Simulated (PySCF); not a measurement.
# Working out the ionisation energy of Li

Li [He] 2s1 (2S) → Li⁺ 1s2 (1S). Calculation: PySCF 2.14, in dyall-acv3z (15s9p3d, 57 functions); no relativity, point nucleus. Frozen: nothing; the 5 highest virtual orbitals dropped. Energies in hartree (1 hartree = 27.21139 eV):

```csv
part,Li (lower),Li⁺ (upper)
UHF,-7.432747,-7.236411
MP2 opposite-spin,-0.037947,-0.037114
MP2 same-spin,-0.000524,0.000000
```

Q: What does Hartree-Fock give?

A: (-7.236411) − (-7.432747) = 0.196336 hartree = 5.343 eV.

Q: What do MP2 and SCS-MP2 (6/5 opposite-spin, 1/3 same-spin) give?

A: The opposite-spin parts differ by 0.023 eV and the same-spin parts by 0.014 eV. MP2: 5.343 + (0.023) + (0.014) = 5.380 eV. SCS-MP2: 5.343 + 1.2 × (0.023) + (0.014)/3 = 5.375 eV.

Measured between the centres of the two terms (NIST): 5.392 eV, so MP2 (valence and next inner shell) is off by -0.012 eV.

What remains against the reference includes basis incompleteness and correlation beyond second order.
